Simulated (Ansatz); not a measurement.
The cluster Li2H3 (the lowest doublet isomer of a short search) was relaxed with PBE0-D4 (def2-TZVP) in Ansatz in these states: neutral doublet, neutral quartet. The geometries follow in no particular order.

A:

```tsv
atom	x (Å)	y (Å)	z (Å)
Li1	-0.5639	-0.0396	-3.6269
Li2	-1.1733	-1.8263	-0.4409
H3	0.5868	-0.2438	2.0403
H4	0.9890	0.3335	2.2917
H5	0.1614	1.7760	-0.2643
```

B:

```xyz
5

Li   -1.7222   -1.7784    0.3590
Li   -0.5737    0.5092    0.1312
H     1.1556    1.5645   -0.1913
H     1.3363    0.8347   -0.2756
H    -0.1960   -1.1300   -0.0232
```

Q: Judge from the bond lengths which geometry belongs to which state (an estimate).

A: A is the neutral quartet (Li1–H5 3.890 Å, Li2–H5 3.846 Å, Li1–Li2 3.703 Å); B is the neutral doublet (Li1–H5 1.702 Å, Li2–H5 1.689 Å, Li1–Li2 2.570 Å).

At PBE0-D4/def2-TZVP a doublet lies 3.24 eV below the neutral quartet. In the quartet, H3 and H4 lie 0.75 Å apart (atoms count from 1), so H2 has formed as a molecule. In the doublet, H3 and H4 lie 0.76 Å apart (atoms count from 1), so H2 has formed as a molecule. These are the stationary points nearest to one start from a short search; other shapes may lie lower in each state. The neutral quartet has come apart into loosely held pieces.
